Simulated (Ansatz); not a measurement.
A run of Ansatz (development build ahead of 0.2.0) on doublet CH₃F(+) in separate pieces at this shape:

```yaml
atoms:
  - { symbol: C, position_ang: [-0.4146, 0.8636, -1.9608] }
  - { symbol: F, position_ang: [0.3708, -0.7996, 1.6600] }
  - { symbol: H, position_ang: [-0.0550, 0.2519, -2.8343] }
  - { symbol: H, position_ang: [-1.4639, 0.8766, -1.5926] }
  - { symbol: H, position_ang: [0.2662, 1.3812, -1.2235] }
```

Its results:

| Item | Value |
| --- | --- |
| Converged | yes |
| Total energy | -138.48125 hartree |
| Spin squared of the determinant | 0.752 |
| Stability test | minimum |

Forces (eV/Å):
| atom | Fx | Fy | Fz |
| --- | --- | --- | --- |
| C1 | 0.299 | -0.510 | 1.673 |
| F2 | -0.005 | 0.018 | -0.031 |
| H3 | -0.457 | 1.009 | 0.777 |
| H4 | 0.481 | -0.060 | -0.993 |
| H5 | -0.317 | -0.457 | -1.426 |

Task: Which input gives this output? Name the method, the orbitals and the basis set, and write the input.

Result: UHF in def2-SVP.

```yaml
crystal:
  periodic: [false, false, false]
  atoms:
    - { symbol: C, position_ang: [-0.41462, 0.86362, -1.96078] }
    - { symbol: F, position_ang: [0.37076, -0.79957, 1.65996] }
    - { symbol: H, position_ang: [-0.05501, 0.25193, -2.83432] }
    - { symbol: H, position_ang: [-1.46392, 0.87656, -1.59265] }
    - { symbol: H, position_ang: [0.26623, 1.38124, -1.22351] }
basis:
  gaussian: { orbitals: def2-SVP }
total_charge: 1
magnetization:
  spin_polarized: true
  initial_magnetization: 1
hamiltonian:
  xc: hf
output:
  forces: true
```
